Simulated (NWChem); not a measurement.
# What each level costs for dimethylamine (C$_{2}$H$_{7}$N)

SMILES: N(C)C
```xyz
10

C      0.0184     0.2167    -1.2073
N     -0.1400    -0.5514     0.0000
C      0.0184     0.2167     1.2073
H      0.9861     0.7624    -1.2886
H     -0.7815     0.9733    -1.2786
H     -0.0754    -0.4361    -2.0886
H      0.5011    -1.3400     0.0000
H      0.9861     0.7624     1.2886
H     -0.0754    -0.4361     2.0886
H     -0.7815     0.9733     1.2786
```
Charge 0, spin multiplicity 1.

Everything below was run with NWChem. The geometry was optimised at PBE0/def2-SVP, a minimum by its harmonic frequencies.

Basis set: 6-311G** (96 functions). Each entry is one whole single-point run; the coupled-cluster runs use the TCE module, and the SCF and DFT modules converge to different thresholds.

The correlated methods keep 3 core orbitals frozen. B3LYP has NWChem's definition, with VWN1-RPA local correlation. The Pople sets run with spherical d functions.

Roughly how much processor time does each of these take, relative to RHF: MP2, B2PLYP, PBE, B3LYP, TPSS, CR-CCSD(T)?

B3LYP about the same, within a factor of 3; MP2 about the same, within a factor of 3; PBE about the same, within a factor of 3; B2PLYP about the same, within a factor of 3; TPSS about 3; CR-CCSD(T) about 40 (rough ratios from shared machines).
